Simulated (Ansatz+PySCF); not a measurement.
singlet CO: levels of theory in one basis

```yaml
atoms:
  - { symbol: C, position_ang: [0.0000, 0.0000, -0.9025] }
  - { symbol: O, position_ang: [0.0000, 0.0000, 0.6768] }
```

Basis set: STO-3G (spherical functions). Left uncorrelated: 2 orbitals. Charge 0, multiplicity 1.

Computed with Ansatz (development build ahead of 0.2.0); each method stands on the lowest determinant of its kind that the runs found.

```
     method  E − E(RHF) (eV)  <S²> of the determinant
        RHF             0.00                     0.00
        UHF            -2.35                     0.94
    RHF-MP2            -6.20                        –
    UHF-MP2            -4.07                     0.94
   RHF-CCSD            -5.68                        –
   UHF-CCSD            -6.32                     0.94
RHF-CCSD(T)            -6.84                        –
UHF-CCSD(T)            -6.61                     0.94
```

What does full CI (lowest root of this spin) give on the same scale?

-6.79 eV.

At such a shape the full CI root can have another spatial symmetry than the determinants, so the rows needn't describe one state.

Is a single determinant a sound starting point here?

It is doubtful. Unrestricted orbitals lower Hartree–Fock by 2.35 eV and <S²> is 0.94 where a pure state has 0.00, a sign of strong static correlation.

Caution for RHF, RHF-MP2, RHF-CCSD, RHF-CCSD(T): an unrestricted determinant lies well below. Caution for UHF, UHF-MP2, UHF-CCSD, UHF-CCSD(T): the unrestricted determinant is a mixture of spin states. Caution for RHF-MP2, RHF-CCSD, RHF-CCSD(T): large share of triples, a single reference is doubtful. Caution for UHF-MP2, UHF-CCSD, UHF-CCSD(T): large amplitudes, a single reference is doubtful; a plain start can end on a higher determinant. Caution for UHF-MP2: another reference gives a lower total.
